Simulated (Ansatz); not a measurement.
# Reading a saddle point

A first-order saddle point of SiH₄O₂, closed shell, PBE0-D4/def2-TZVP, with one imaginary mode of 551i cm⁻¹:

```xyz
7
angstrom
Si -0.2182 -0.1641 0.7065
O 0.4513 0.5913 -0.8732
O 0.5778 -1.4471 0.3218
H 0.8158 -0.4117 -0.8477
H -1.6927 -0.0556 0.5291
H 0.2294 0.7677 1.7697
H -0.1636 0.7194 -1.6062
```

Ansatz 0.2.0; basis: def2-TZVPP and def2-QZVPP; cores frozen in the correlated methods. Extrapolation: Hartree–Fock as exp(−7.88 √X), correlation as X^−2.97.

Problem. Which contacts change along the imaginary mode, and what lies on either side? (A judgement: the text doesn't fix the answer.)

Solution. The calculation gives: The step is SiH₄O₂ ([OH][SiH2][OH]) → SiH₂O ([O][SiH2]) + H₂O (still joined by a long Si–O bond), with the molecules in contact on both sides. Shortening one way: O2–H4; lengthening the same way: Si1–O2, O3–H4.
```tsv
pair	one side (Å)	saddle (Å)	other side (Å)
O2–H4	2.98	1.07	0.98
Si1–O2	1.64	1.87	1.96
O3–H4	0.96	1.58	2.17
```

Problem. Which side is lower, and how far does the saddle lie above each? (To be estimated.)

Solution. Computed: The side with Si1–O2, O3–H4 short is lower by 50.92 kcal/mol; the saddle lies 53.22 kcal/mol above it and 2.30 kcal/mol above the other (CCSD(T) at an estimated basis limit (MP2 extrapolated from triple and quadruple zeta, plus CCSD(T) − MP2 in triple zeta); electronic energies).

The T1 diagnostic stays at or below 0.017.

Labels in which every atom is bracketed show which atoms are joined, not bond orders.

For scale, one of the runs: CCSD(T)/def2-TZVPP, 160 basis functions, launched by `ansatz run in.yaml --threads 2 --pin off --events-out ev --progress --plain --max-ram 4352MiB`. Hardware: 2 CPU threads of an Arm Neoverse V1, shared host. Wall time 22 s; peak host memory 1.2 GiB.
